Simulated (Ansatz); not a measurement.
Compare A (`Cc1ccccc1`) with its isomer B (`CC=C1C=CC=C1`).

Gas-phase electronic energies from Ansatz, PBE0-D4/def2-TZVP geometries. CCSD(T)/CBS adds triple-zeta CCSD(T) − MP2 to the extrapolated MP2 energy (def2 sets, frozen cores). DFT in def2-TZVPP. B3LYP here is the variant with VWN-RPA as its local correlation; programs differ in this.

**Question.** Which is lower in electronic energy at CCSD(T)/CBS, and by how much? (Best estimate.)

**Answer.** Computed: A, by 133.7 kJ/mol.

**Question.** Give E(B) − E(A) in kJ/mol with B2PLYP, B3LYP-D4, LDA (SPW92), r2SCAN-D4, MP2/def2-TZVPP, PBE0-D4, PBE-D4. (Estimate.)

**Answer.** Computed: B2PLYP 141.5, B3LYP-D4 142.9, LDA (SPW92) 139.7, r2SCAN-D4 143.0, MP2/def2-TZVPP 148.4, PBE0-D4 142.1, PBE-D4 135.8. None reverses the order clearly.

**Question.** Does the order hold for the free energy at 298.15 K (harmonic terms from PBE0-D4)? (Best estimate.)

**Answer.** Ansatz gave: Yes: G(B) − G(A) = +131.3 kJ/mol. Modes under 60 cm⁻¹, often nearly free rotors, make the harmonic entropy too high.

Largest T1 diagnostic: 0.011.

From r2SCAN to r2SCAN0 (25 % exact exchange), in def2-TZVPP and without D4, E(B) − E(A) moves by +3.7 kJ/mol. Leaving LDA and LC-ωPBE aside and taking each functional with its dispersion term where it has one, the values, not all of them listed here, spread over 12.1 kJ/mol, from PBE-D4 to BHLYP-D4. LDA lies +5.7 kJ/mol from PBE without D4.
